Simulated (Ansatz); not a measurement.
# Oxygen (O₂) (triplet): basis-set convergence

Aim: see how fast density functionals and correlated methods converge with the basis set for oxygen (O₂) (triplet).

Method: one geometry, several basis sets; program: Ansatz 0.2.0, Gaussian basis.

The runs, in order: PBE0-D4/def2-SVP; ωB97M-V/def2-SVP; PBE0-D4/def2-QZVPP; ωB97M-V/def2-QZVPP; CCSD(T)/cc-pV(D+d)Z; CCSD(T)/cc-pV(T+d)Z; CCSD(T)/cc-pV(Q+d)Z; the functionals' def2-TZVPP values are taken from earlier runs.

### Step 1. Structure used throughout

All runs share one geometry, relaxed beforehand with PBE0-D4/def2-TZVP.

SMILES `O=O`, 2 atoms, charge 0, spin multiplicity 3.

Atoms are counted from 1 here; the program's logs count them from 0.

Bond lengths: O1–O2 1.193 Å.

### Step 2. PBE0-D4 in def2-SVP

The input, in.yaml:

```yaml
crystal:
  periodic: [false, false, false]
  atoms:
    - {symbol: O, position_ang: [0.509551, -0.164853, 0.262450]}
    - {symbol: O, position_ang: [-0.509551, 0.164853, -0.262450]}
basis:
  gaussian: {orbitals: def2-SVP}
magnetization: {spin_polarized: true, initial_magnetization: 2}
hamiltonian: {xc: pbe0, dispersion: d4}
output: {orbitals: {seedname: orbitals}}
```

Run with:

```
$ ansatz run in.yaml --threads 2 --pin off --events-out ev --progress --plain --max-ram 32768MiB --backend cpu
```

Further steps of the session: ωB97M-V in def2-SVP; PBE0-D4 in def2-QZVPP; ωB97M-V in def2-QZVPP; CCSD(T) in cc-pV(D+d)Z; CCSD(T) in cc-pV(T+d)Z; CCSD(T) in cc-pV(Q+d)Z.

Before running them: what should the planned runs give, taken together? Wanted: MP2 correlation recovered, cc-pV(D+d)Z; MP2 correlation recovered, cc-pV(T+d)Z; MP2 correlation recovered, cc-pV(Q+d)Z; CCSD(T) limit from def2 sets; PBE0-D4: double and triple zeta above quadruple; ωB97M-V: double and triple zeta above quadruple.

As calculated:

| quantity | value |
| --- | --- |
| MP2 correlation recovered, cc-pV(D+d)Z | 69.8 % |
| MP2 correlation recovered, cc-pV(T+d)Z | 88.3 % |
| MP2 correlation recovered, cc-pV(Q+d)Z | 95.1 % |
| CCSD(T) limit from def2 sets (earlier runs) minus this one | 19 meV |
| PBE0-D4: double and triple zeta above quadruple | 5.18, 0.20 eV |
| ωB97M-V: double and triple zeta above quadruple | 5.30, 0.19 eV |

In words: PBE0-D4 gains 4.99 eV from double to triple zeta, then 0.20 eV more. Correlation climbs from 70 % (cc-pV(D+d)Z) to 95 % (cc-pV(Q+d)Z) of the limit; Hartree-Fock is 0.101 eV from its own by then. A limit from the def2 sets, made apart, differs by 19 meV, a least measure of the doubt on such a limit. These are total energies; as a rule much of such shifts cancels in differences, which this series doesn't test.
